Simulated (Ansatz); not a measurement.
Energy needed to pull apart C2H2S, singlet, into free ground-state atoms, from the structure below (displaced at random from a GFN2-xTB minimum); no zero-point or spin–orbit terms; open-shell atoms are treated unrestricted, in their ground-state multiplicity.

```xyz
5
angstrom
C 0.4268 -0.2054 0.0452
C -0.6737 0.3521 -0.1675
S -1.9983 0.9077 -0.4960
H 1.3555 -0.0235 -0.5536
H 0.6859 -1.0536 0.9767
```

Ansatz 0.2.0; basis: def2-TZVPP; cores frozen in the correlated methods. B3LYP uses VWN-RPA correlation.

```
   method  atomization energy (kcal/mol)
   PBE-D4                          483.5
r2SCAN-D4                          466.6
  PBE0-D4                          467.0
 B3LYP-D4                          462.2
  wB97X-V                              ?
  wB97M-V                          462.1
       HF                          311.0
      MP2                              ?
     CCSD                          430.4
  CCSD(T)                          442.3
```

Task: What does MP2 give? (To be estimated.)

Result: By the calculation: 456.3 kcal/mol, which is about 13.9 kcal/mol more than CCSD(T)/def2-TZVPP.

Task: What does wB97X-V give? (An estimate is asked for; the value comes from the calculation.)

Result: By the calculation: 458.1 kcal/mol, which is about 15.8 kcal/mol more than CCSD(T)/def2-TZVPP.

In triple zeta the MP2 and coupled-cluster atomization energies are still short of their basis limit by a few kcal/mol a bond, whereas those of the functionals are nearly converged, so these differences are not deviations from converged CCSD(T).

T1 diagnostic: at most 0.016.

For scale, one of the runs: CCSD(T)/def2-TZVPP forces, 132 basis functions (an equivalent command: `ansatz run in.yaml --threads 4`). The run took 17 s on 4 CPU threads (shared host), with 1.1 GiB of host memory at its peak.
